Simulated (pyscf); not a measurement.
Elementary routes open to O=SiH₂ (SMILES O=[SiH2]) + NH₃ (SMILES N) in the gas phase (singlet surface):
A. H₂N–SiH₂–OH (SMILES N[SiH2]O) (H–N broken; H–O, N–Si formed)
B. HO–SiH: (SMILES O[SiH]) [singlet] + NH₃ (SMILES N) (H–Si, H–N broken; H–O, H–N formed)

Single points on ωB97X-D3(BJ)/def2-SVP structures (PySCF, gas phase). MP2 and CC: frozen core, UHF for open shells. ΔMP2 is the change of the MP2 total energy from the triple- to the quadruple-zeta basis.

Task: Rank the routes by free-energy barrier at 600 K, lowest first, for CCSD(T)/def2-TZVPP + ΔMP2(QZVPP) energies (ideal gas, 1 atm, RRHO with modes under 100 cm⁻¹ raised to 100, one conformer, R ln 2 for chiral ones without a mode under 150 cm⁻¹).

Result: A (3.6 kcal/mol), B (46.7 kcal/mol)

Route A is the fastest of these, ahead of the next by 43.1 kcal/mol. The most stable products are those of A (ΔG = -39.7 kcal/mol), so kinetics and thermodynamics agree. At 1200 K A is still the fastest. A: On the reactant side the descent ends in an adduct with a N–Si contact, 31.8 kcal/mol under the separated species and 10.7 kcal/mol under the saddle at ωB97X-D3(BJ)/def2-TZVP. B: On the reactant side the descent ends in a complex, 5.3 kcal/mol under the separated species and 30.6 kcal/mol under the saddle at ωB97X-D3(BJ)/def2-TZVP. On the product side the descent ends in a bound adduct, 10.2 kcal/mol under the separated species and 35.7 kcal/mol under the saddle at ωB97X-D3(BJ)/def2-TZVP. Only these routes are compared; each barrier is that of the saddle found, and lower ones may exist. The CCSD(T) − MP2 part came from Ansatz, without density fitting, on the same reference.
